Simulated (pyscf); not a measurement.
F–SiH₂• (SMILES F[SiH2]) + NH₃ (SMILES N) → H₂N–SiH•–F (SMILES N[SiH]F) + H₂ (SMILES [H][H]) (four-centre exchange; doublet surface; H–Si, H–N broken, N–Si, H–H formed). Single points on ωB97X-D3(BJ)/def2-SVP structures (PySCF, gas phase). Energies in kJ/mol from the separated reactants.

| level | barrier | reaction energy |
|---|---|---|
| ωB97X-D3(BJ)/def2-TZVP | … | … |
| PBE/def2-TZVP | 95.0 | -43.9 |
| r²SCAN/def2-TZVP | 102.6 | -50.8 |
| B3LYP-D3(BJ)/def2-TZVP | … | -47.3 |
| PBE0-D3(BJ)/def2-TZVP | 104.9 | -43.6 |
| HF/def2-TZVP | 207.4 | -30.1 |

Q: Some entries are withheld; supply them.

A: 
- ωB97X-D3(BJ)/def2-TZVP, barrier: 117.9
- ωB97X-D3(BJ)/def2-TZVP, reaction energy: -48.8
- B3LYP-D3(BJ)/def2-TZVP, barrier: 116.3

The functionals in the table span 22.9 kJ/mol in this barrier, from PBE to ωB97X-D3(BJ)/def2-TZVP. On the reactant side the descent ends in a complex (not fully relaxed), 18.5 kJ/mol under the separated species and 136.4 kJ/mol under the saddle at ωB97X-D3(BJ)/def2-TZVP. At the saddle there is also a short H–Si contact that neither side keeps. The same reactants have a lower exit, to H₂N–SiH₂–F + H• (barrier +71.9 kJ/mol at ωB97M-D3(BJ)/def2-TZVP, against +117.2 kJ/mol here). This is the saddle that the search found; another between the same sides may lie lower.
